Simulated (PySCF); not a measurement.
# Gas-phase XPS of `C[S@](=O)[O-]`, computed

Species: CH₃O₂S (charge -1).
Atom-mapped SMILES: `[CH3:1][S@:2](=[O:3])[O-:4]`

The calculation used delta-SCF UKS SCAN, pcX-2 on the ionised atom, pcseg-1 elsewhere, spin-free X2C (PySCF). Each binding energy is the total energy of the core-ionised species, with the hole localised on one atom, minus that of the ground state; both are solved self-consistently, so orbital relaxation is included.

Problem. Give the core binding energies atom by atom.

Solution. 
```csv
atom(s),bonded to,level,binding energy (eV),count
C1,S and 3 H,C 1s,285.42,1
S2,2 O and C,S 1s,2474.52,1
O3/O4,S,O 1s,530.46,2
```

Problem. Which photon wavelength matches the O 1s of O3/O4 threshold?

Solution. λ = hc/E = 12398.42 eV Å / 530.46 eV = 23.373 Å.

The first atom of each set that the bonding makes equivalent was ionised and stands for the set. Not every level is listed. The species carries charge -1, so core ionisation leaves a neutral species. The basis sets have no added diffuse functions. Isolated species at its PBE0-D3(BJ)/def2-SVP geometry, gas phase. The geometry's basis has no diffuse functions, a weakness for an anion.

Hardware: Arm Neoverse V2, one thread (shared host). Cost: 11 s.
